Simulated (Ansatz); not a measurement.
Reaction (SMILES): CCl (CH3-Cl) → Cl[CH2-] + H+
B3LYP-D3(BJ)/def2-TZVP geometries, fixed; electronic energies without zero-point terms.
Largest species:
```
C
H 1 1.0858
H 1 1.0858 2 110.57
H 1 1.0858 2 110.57 3 -122.80
Cl 1 1.7944 2 108.35 3 118.60
```

Basis-set convergence of the deprotonation energy at HF with Ansatz (an electronic-structure program). Cartesian d functions, on some or all atoms, in 6-31G**; all else is spherical. No added dispersion term, no relativity. Functions are those of the species that has most. Reference: the value in aug-pcseg-3, 410.70 kcal/mol, itself unsure by roughly 0.13 kcal/mol (its mean distance from aug-cc-pV(Q+d)Z, def2-QZVPPD). Deviations are taken from unrounded values.

```json
[
 {"basis": "STO-3G", "functions": "17", "deprotonation energy (kcal/mol)": "496.93", "minus reference (kcal/mol)": "86.24"},
 {"basis": "3-21G", "functions": "28", "deprotonation energy (kcal/mol)": "412.44", "minus reference (kcal/mol)": "1.74"},
 {"basis": "6-31G", "functions": "28", "deprotonation energy (kcal/mol)": "413.83", "minus reference (kcal/mol)": "3.13"},
 {"basis": "def2-SV(P)", "functions": "38", "deprotonation energy (kcal/mol)": "417.81", "minus reference (kcal/mol)": "7.11"},
 {"basis": "pcseg-1", "functions": "47", "deprotonation energy (kcal/mol)": "410.11", "minus reference (kcal/mol)": "-0.59"},
 {"basis": "6-31G**", "functions": "49", "deprotonation energy (kcal/mol)": "419.95", "minus reference (kcal/mol)": "9.25"},
 {"basis": "cc-pV(D+d)Z", "functions": "52", "deprotonation energy (kcal/mol)": "415.61", "minus reference (kcal/mol)": "4.91"},
 {"basis": "def2-SVPD", "functions": "71", "deprotonation energy (kcal/mol)": "410.06", "minus reference (kcal/mol)": "-0.63"},
 {"basis": "def2-TZVP", "functions": "86", "deprotonation energy (kcal/mol)": "412.58", "minus reference (kcal/mol)": "1.89"},
 {"basis": "6-311++G(2d,2p)", "functions": "92", "deprotonation energy (kcal/mol)": "409.46", "minus reference (kcal/mol)": "-1.24"},
 {"basis": "pcseg-2", "functions": "106", "deprotonation energy (kcal/mol)": "411.98", "minus reference (kcal/mol)": "1.29"},
 {"basis": "def2-TZVPP", "functions": "115", "deprotonation energy (kcal/mol)": "412.81", "minus reference (kcal/mol)": "2.12"},
 {"basis": "jun-cc-pV(T+d)Z", "functions": "129", "deprotonation energy (kcal/mol)": "410.14", "minus reference (kcal/mol)": "-0.56"},
 {"basis": "def2-TZVPPD", "functions": "139", "deprotonation energy (kcal/mol)": "410.68", "minus reference (kcal/mol)": "-0.02"},
 {"basis": "6-311++G(3df,3pd)", "functions": "140", "deprotonation energy (kcal/mol)": "410.34", "minus reference (kcal/mol)": "-0.36"},
 {"basis": "aug-pcseg-2", "functions": "165", "deprotonation energy (kcal/mol)": "410.46", "minus reference (kcal/mol)": "-0.24"},
 {"basis": "def2-QZVPP", "functions": "217", "deprotonation energy (kcal/mol)": "411.30", "minus reference (kcal/mol)": "0.61"},
 {"basis": "pcseg-3", "functions": "223", "deprotonation energy (kcal/mol)": "410.98", "minus reference (kcal/mol)": "0.28"}
]
```
